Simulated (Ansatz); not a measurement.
Relaxation of FH5Si (7 atoms, charge 0, multiplicity 1), to a largest force component of 0.03 eV/Å in at most 50 steps.

The calculation used RKS PBE-D4/6-31G* (Ansatz 0.2.0).

```xyz
7
Properties=species:S:1:pos:R:3:forces:R:3
Si 0.209 0.000 -0.067 0.11 0.00 -0.66
H 0.200 0.000 1.410 0.14 0.00 0.50
H 1.647 0.000 -0.497 0.02 0.00 0.02
H -0.450 1.233 -0.593 0.02 0.02 0.01
H -0.450 -1.233 -0.593 0.02 -0.02 0.01
F -2.300 0.000 1.169 -0.59 0.00 -0.28
H -1.620 0.000 1.812 0.30 0.00 0.40
```

Problem. Where does it end, and by what steps?

Solution. The run converged. After 4 steps the energy has fallen by 0.056 eV; H7 moved furthest, 0.26 Å.

```tsv
step	energy less start (eV)	largest force component (eV/Å)	accepted
0	0.0000	0.661	yes
1	-0.0513	0.171	yes
2	-0.0553	0.092	yes
3	-0.0558	0.111	yes
4	-0.0564	0.025	yes
```

```xyz
7
Properties=species:S:1:pos:R:3
Si 0.302 0.000 -0.126
H 0.320 0.000 1.379
H 1.730 0.000 -0.588
H -0.383 1.232 -0.623
H -0.383 -1.232 -0.623
F -2.506 0.000 1.274
H -1.846 0.000 1.947
```

Whether the end is a true minimum wasn't checked by a vibrational analysis.

The run took 4.8 s on 1 thread of AMD EPYC 7R43 64-Core Processor (Zen 3) (shared host), peak memory 0.12 GiB.
